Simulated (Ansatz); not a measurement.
```yaml
crystal:
  periodic: [false, false, false]
  atoms:
    - {symbol: B, position_ang: [0.000000, 0.000000, -1.928710]}
    - {symbol: Ga, position_ang: [0.000000, 0.000000, 0.088836]}
    - {symbol: H, position_ang: [0.000000, 0.000000, 1.839874]}
basis:
  gaussian: {orbitals: def2-TZVP}
magnetization: {spin_polarized: true, initial_magnetization: 1}
hamiltonian: {xc: pbe0}
relax: {f_tol: 0.004, max_steps: 80}
```

```sh
$ ansatz run in.yaml --threads 1 --pin off --events-out ev --progress --plain --max-ram 2176MiB
```

Steps of the relaxation (energy above the last step; positions in Å, forces in eV/Å):

```
3
step 1, 205.0 meV
B     0.000    0.000   -1.929   -0.010    0.000   -0.567
Ga    0.000    0.000    0.089    0.022    0.000    2.168
H     0.000    0.000    1.840   -0.012    0.000   -1.601
```

```
3
step 2, 49.6 meV
B    -0.003    0.000   -1.876   -0.011    0.000   -0.025
Ga    0.007    0.000    0.172    0.029    0.000   -0.600
H    -0.004    0.000    1.704   -0.019    0.000    0.625
```

```
3
step 3, 36.1 meV
B    -0.005    0.000   -1.891   -0.012    0.000   -0.066
Ga    0.012    0.000    0.159    0.028    0.000    0.035
H    -0.006    0.000    1.732   -0.016    0.000    0.031
```

```
3
step 5, 33.1 meV
B    -0.031    0.000   -1.906   -0.019    0.000    0.095
Ga    0.071    0.000    0.161    0.042    0.000    0.020
H    -0.040    0.000    1.744   -0.023    0.000   -0.115
```

```
3
step 8, 11.3 meV
B    -0.111    0.000   -1.867   -0.003    0.000    0.164
Ga    0.255    0.000    0.161   -0.008    0.000    0.046
H    -0.145    0.000    1.706    0.011    0.000   -0.210
```

```
3
step 12, 0.0 meV
B    -0.157    0.000   -1.805    0.000    0.000    0.000
Ga    0.360    0.000    0.165    0.000    0.000    0.000
H    -0.204    0.000    1.640    0.000    0.000    0.000
```

Close pairs at the end: Ga2–H3 1.579 Å, B1–Ga2 2.036 Å.

A stationary point of unrestricted PBE0 after 12 steps, with ⟨S²⟩ = 1.347 against 0.75 for a pure state; no frequencies were run, so it isn't proven a minimum. 93 s on 1 thread of Arm Neoverse V1, shared host.
